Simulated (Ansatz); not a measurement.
Born–Oppenheimer molecular dynamics of AlClH₂O (5 atoms, charge 0, multiplicity 1). It starts from a relaxed structure.

Computed with RHF/def2-SVP in Ansatz 0.2.0.

* ensemble: NVE (Milne-controlled integrator)
* time step: 0.5 fs
* steps asked: 250
* starting velocities drawn for: 300 K
* seed: 238357

First frame:

```xyz
5
Properties=species:S:1:pos:R:3
Al 0.000 -0.075 0.087
H -0.112 0.221 1.611
O 1.491 -0.429 -0.590
H 1.784 -0.633 -1.459
Cl -1.712 -0.036 -1.139
```

**Question.** What does the run give?

**Answer.** The run went to its last step.

* steps done: 250
* time covered: 125 fs
* mean temperature over the second half: 150 K
* spread of the potential energy over the second half: 4.1 meV per atom
* mean potential energy of the second half above the start: 11.6 meV per atom

The conserved energy stayed within 0.01 meV per atom of its start (net change -0.0002 meV per atom), so the integration is sound. Over the second half the temperature averaged 0.50 of the 300 K drawn at the start: a run that starts near a minimum puts about half its kinetic energy into the potential. A run of 0.12 ps of so small a system gives no equilibrium averages.

**Question.** What happens to the structure?

**Answer.** The same pairs are bonded in the first frame and the last. Pairs count as bonded within 1.25 times the sum of covalent radii (0.12 Å more for H–H). The details hang on the random start.

**Question.** How do temperature and energy run in time?

**Answer.** 
```csv
time (fs),T (K),potential energy less start (eV),conserved less start (meV/atom)
0.0,300,0.000,0.00
10.0,132,0.065,0.00
20.0,69,0.090,0.00
30.0,186,0.044,0.00
40.0,196,0.040,0.00
50.0,98,0.078,0.00
60.0,110,0.074,0.00
70.0,224,0.029,0.00
80.0,129,0.066,0.00
90.0,173,0.049,0.00
100.0,97,0.079,0.00
110.0,165,0.052,0.00
120.0,181,0.046,0.00
```

The run took 100 s on 1 thread of Arm Neoverse V2, on a shared host, peak memory 0.092 GiB.
